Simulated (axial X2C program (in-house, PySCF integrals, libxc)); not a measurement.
# ClC⁻: properties at the nuclei

Aim: properties at the nuclei of ClC⁻, with spin–orbit coupling in the Hamiltonian from the start.

Method: two-component X2C with atomic mean-field terms, Cl dyall-av3z, C dyall-av3z; program: an in-house X2C program for linear molecules on PySCF integrals.

All values are calculated.

## (1) Set-up

File task.json:

```json
{
 "zs": [
  17,
  6
 ],
 "q": -1,
 "bas": [
  "dyall-av3z",
  "dyall-av3z"
 ],
 "r0": 1.74,
 "levels": [
  "PBE0",
  "HF",
  "B3LYP",
  "LDA",
  "BP86"
 ],
 "nst": 3
}
```

Keys: zs atomic numbers; q charge; bas basis sets; r0 starting distance in Å; levels methods (HF also brings MP2); nst determinants followed.

The run is started by

```sh
python soeom.py task.json out
```

Nuclei are Gaussian, cores are contracted, and the Gaunt term is on.

## (2) Expectation values, lowest determinant

R = 1.859 Å. State: Ω = 1 (excess of +ω over −ω: ω = -1/2, ω = 3/2).

Output of the PBE0 run:

```text
two-component X2C + atomic mean field  PBE0
basis functions 120  fitting functions 607  grid points 4358
iter        total energy     max residual
   1       -499.386064177     1.86e-05
   2       -499.386064175     2.22e-05
   3       -499.386064186     2.88e-06
   4       -499.386064186     7.98e-07
converged
one-electron -751.55509491  Coulomb 256.89581852  exact exchange -8.23318193  xc functional -25.45155415  nuclear repulsion 29.03500566  atomic mean-field constant -0.07705737
```

The highest occupied spinor is 72% C p, 12% Cl p, 10% Cl d.

```tsv
level	Eeff magnitude (GV/cm)	Ws magnitude Cl (kHz)	A∥/gI Cl (MHz)	qzz Cl (a.u.)	A∥/gI C (MHz)	qzz C (a.u.)
PBE0	0.0128	0.00396	-26.3	2.17	-26.7	0.46
HF	0.017	0.00502	-12.1	2.01	43.3	0.59
B3LYP	0.0128	0.00417	-27	2.15	-11.3	0.49
LDA	0.0344	0.0131	-56.6	2.16	-32.1	0.43
BP86	0.0109	0.00335	-31.2	2.16	-28.1	0.43
```

Eeff is the effective electric field on the electron dipole moment in this Ω state and Ws the scalar–pseudoscalar constant (defined with the proton number Z and per Ω); A∥ is the parallel hyperfine constant, which follows by multiplying with the nuclear g factor gI = μI/(I μN); qzz is the electric field gradient, eQq0 = 234.96 MHz × Q/barn × qzz. The operators were transformed with the bare-nucleus X2C matrices.

## (3) Expectation values, a higher determinant

R = 1.859 Å. State: Ω = 0 (closed shell), 1.08 eV above the lowest in the PBE0 search for states (made at or near this distance, with looser thresholds).

Output of the PBE0 run:

```text
two-component X2C + atomic mean field  PBE0
basis functions 120  fitting functions 607  grid points 4358
iter        total energy     max residual
   1       -499.346221735     2.23e-05
   2       -499.346221735     2.44e-05
   3       -499.346221748     2.74e-06
   4       -499.346221748     1.81e-06
converged
one-electron -751.24162837  Coulomb 256.54603046  exact exchange -8.21056154  xc functional -25.39801058  nuclear repulsion 29.03500566  atomic mean-field constant -0.07705737
```

The highest occupied spinor is 76% C p, 11% Cl d, 8% Cl p.

```tsv
level	qzz Cl (a.u.)	qzz C (a.u.)
PBE0	2.10	0.38
HF	2.06	0.47
B3LYP	2.11	0.38
LDA	2.07	0.34
BP86	2.04	0.34
```

## (4) Expectation values, a higher determinant

R = 1.859 Å. State: Ω = 2 (excess of +ω over −ω: ω = 1/2, ω = 3/2), 1.09 eV above the lowest in the PBE0 search for states (made at or near this distance, with looser thresholds).

Output of the PBE0 run:

```text
two-component X2C + atomic mean field  PBE0
basis functions 120  fitting functions 607  grid points 4358
iter        total energy     max residual
   1       -499.345850437     4.12e-06
   2       -499.345850439     2.68e-06
   3       -499.345850440     2.40e-06
converged
one-electron -751.24108778  Coulomb 256.54590279  exact exchange -8.21059898  xc functional -25.39801476  nuclear repulsion 29.03500566  atomic mean-field constant -0.07705737
```

The highest occupied spinor is 75% C p, 11% Cl d, 8% Cl p.

```tsv
level	Eeff magnitude (GV/cm)	Ws magnitude Cl (kHz)	A∥/gI Cl (MHz)	qzz Cl (a.u.)	A∥/gI C (MHz)	qzz C (a.u.)
PBE0	0.000321	6.07e-05	69.8	2.10	121	0.38
HF	7.14e-05	1.69e-05	48.7	2.06	127	0.47
B3LYP	0.000302	5.63e-05	72.2	2.11	123	0.38
LDA	0.000586	0.000113	86	2.07	118	0.34
BP86	0.00054	0.000104	82.3	2.04	116	0.33
```

## (5) Outcome

```
                                        quantity                                            value
                              lowest determinant  Ω = 1 (excess of +ω over −ω: ω = -1/2, ω = 3/2)
                    Eeff magnitude (GV/cm), PBE0                                           0.0128
                     Ws magnitude Cl (kHz), PBE0                                          0.00396
                            A∥/gI Cl (MHz), PBE0                                            -26.3
                             qzz Cl (a.u.), PBE0                                             2.17
                              higher determinant                             Ω = 0 (closed shell)
         qzz Cl (a.u.), PBE0, higher determinant                                             2.10
          qzz C (a.u.), PBE0, higher determinant                                             0.38
                              higher determinant   Ω = 2 (excess of +ω over −ω: ω = 1/2, ω = 3/2)
Eeff magnitude (GV/cm), PBE0, higher determinant                                         0.000321
 Ws magnitude Cl (kHz), PBE0, higher determinant                                         6.07e-05
        A∥/gI Cl (MHz), PBE0, higher determinant                                             69.8
         qzz Cl (a.u.), PBE0, higher determinant                                             2.10
```

In words: In the first state, the effective field runs from 0.0109 to 0.0344 GV/cm over the mean-field levels, so the levels don't agree on it. The expectation values come from single determinants, which for open shells can mix terms of unlike spin or miss the lowest Ω, so a determinant need not be a state. Eeff is the effective electric field on the electron dipole moment in this Ω state and Ws the scalar–pseudoscalar constant (defined with the proton number Z and per Ω); A∥ is the parallel hyperfine constant, which follows by multiplying with the nuclear g factor gI = μI/(I μN); qzz is the electric field gradient, eQq0 = 234.96 MHz × Q/barn × qzz. The operators were transformed with the bare-nucleus X2C matrices.
